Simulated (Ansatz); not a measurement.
The input, for Ansatz 0.2.0:

```yaml
crystal:
  periodic: [false, false, false]
  atoms:
    - {symbol: Ga, position_ang: [-0.019922, 0.053079, 1.276503]}
    - {symbol: As, position_ang: [0.043743, -0.037708, -1.181813]}
    - {symbol: H, position_ang: [0.059295, -1.346619, 2.057531]}
    - {symbol: H, position_ang: [-1.267104, -0.818597, -1.161064]}
    - {symbol: H, position_ang: [-0.665593, 1.296400, -1.351122]}
basis:
  gaussian: {orbitals: cc-pVDZ}
total_charge: 1
magnetization: {spin_polarized: true, initial_magnetization: 2}
correlation: {method: ccsd_t, electrons: outside_noble_gas}
```

```sh
$ ansatz run in.yaml --threads 1 --pin off --events-out ev --progress --plain --max-ram 2393MiB
```

The program prints:

```
778 factors; integrals over basis functions are off by at most 1.1e-3 eV
mean field evaluation 1: about -113165.4566 eV, gradient 9.1e0 eV
mean field evaluation 2: about -113165.4601 eV, gradient 9.1e0 eV
mean field evaluation 4: about -113166.6421 eV, gradient 1.7e0 eV
mean field evaluation 8: about -113166.7336 eV, gradient 1.4e-1 eV
mean field evaluation 16: about -113166.4602 eV, gradient 3.8e0 eV
mean field evaluation 32: about -113164.9398 eV, gradient 5.9e-1 eV
mean field evaluation 64: about -113164.8699 eV, gradient 3.6e0 eV
mean field -113166.73606768 eV, -4158.8008433183 hartree, gradient 1.7e-6 eV, S^2 2.037472; 4 other end points of the search recorded, 0 dependent functions left out
determinant -113166.73606768 eV, -4158.8008433183 hartree, with singles and doubles -113171.40016582 eV, -4158.9722457637 hartree
determinant -113164.91991027 eV, -4158.7341007647 hartree, with singles and doubles -113169.78940032 eV, -4158.9130512233 hartree
determinant -113164.31435920 eV, -4158.7118471732 hartree, with singles and doubles -113169.16672932 eV, -4158.8901684863 hartree
28 core orbitals not correlated: weight in the atoms' cores, before any rotation towards them, 0.998 or more for the frozen orbitals, at most 0.001 for the correlated occupied ones
reference -113166.73606768 eV, -4158.8008433183 hartree; 6, 4 occupied and 35, 37 virtual orbitals, 778 factors
second order -3.67081379 eV of doubles, -0.00000000 eV of singles
cycle   1  -4.66407265 eV  change    2.5e-5 eV  update   2.3e-3
cycle   2  -4.66483586 eV  change   -7.6e-4 eV  update   1.9e-3
cycle   3  -4.66469442 eV  change    1.4e-4 eV  update   8.5e-4
cycle   4  -4.66490088 eV  change   -2.1e-4 eV  update   4.4e-4
cycle   5  -4.66538586 eV  change   -4.8e-4 eV  update   1.8e-4
cycle   6  -4.66552226 eV  change   -1.4e-4 eV  update   8.7e-5
cycle   7  -4.66544787 eV  change    7.4e-5 eV  update   4.7e-5
cycle   8  -4.66538335 eV  change    6.5e-5 eV  update   1.8e-5
cycle   9  -4.66538020 eV  change    3.1e-6 eV  update   8.6e-6
perturbative correction -0.12517076 eV, -0.0045999405 hartree
Total energy: -113171.52661863 eV, -4158.9768928189 hartree
```

For the same geometry and basis UCCSDT(Q) lies 37.3 meV lower.

Ran on 1 thread of Intel Xeon, shared host: 13 s wall, 0.29 GiB peak host memory.
